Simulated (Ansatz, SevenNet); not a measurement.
For hexagonal BN, the machine-learned potential SevenNet-l3i5 (trained on PBE and PBE+U data) gives:

* **equilibrium lattice constant a**: 2.512 Å
* **lattice parameter c**: 8.171 Å
* **elastic constant C11**: 651 GPa
* **elastic constant C44**: 0.76 GPa
* **polycrystal shear modulus**: 60.2 GPa

Task: What does PBE0-D4 (Ansatz, a first-principles code, PAW) give for the same quantities?

Result: 
- lattice constant a: 2.491 Å (decreases by 0.8 %)
- lattice parameter c: 6.466 Å (falls by 21 %)
- elastic constant C11: 952 GPa (goes up by 46 %)
- elastic constant C44: 6.95 GPa (grows by 810 %)
- Voigt–Reuss–Hill shear modulus: 103 GPa (increases by 71 %)

For comparison: lattice constant a 2.504 Å (measured, 297 K, not corrected to a static lattice; as tabulated in Ioffe Institute, New Semiconductor Materials archive); lattice parameter c 6.661 Å (measured, 297 K, no zero-point or thermal correction; as tabulated in Ioffe Institute, New Semiconductor Materials archive); elastic constant C11 811 GPa (measured, room temperature, not corrected to a static lattice; as tabulated in Bosak et al., Phys. Rev. B 73, 041402 (2006)); elastic constant C44 7.7 GPa (measured, room temperature, not corrected to a static lattice; as tabulated in Bosak et al., Phys. Rev. B 73, 041402 (2006)).

Changes are worked out from the printed values.

Unless a cell is named, each level is at its own relaxed cell (SevenNet-l3i5 11.16, PBE0-D4 8.69 Å³/atom).

Caveats: the dispersion coefficients are held fixed in the derivatives (PBE0-D4). Ansatz's density-functional and Hartree–Fock values are scalar-relativistic unless marked +SOC, with PAW data made under PBE.
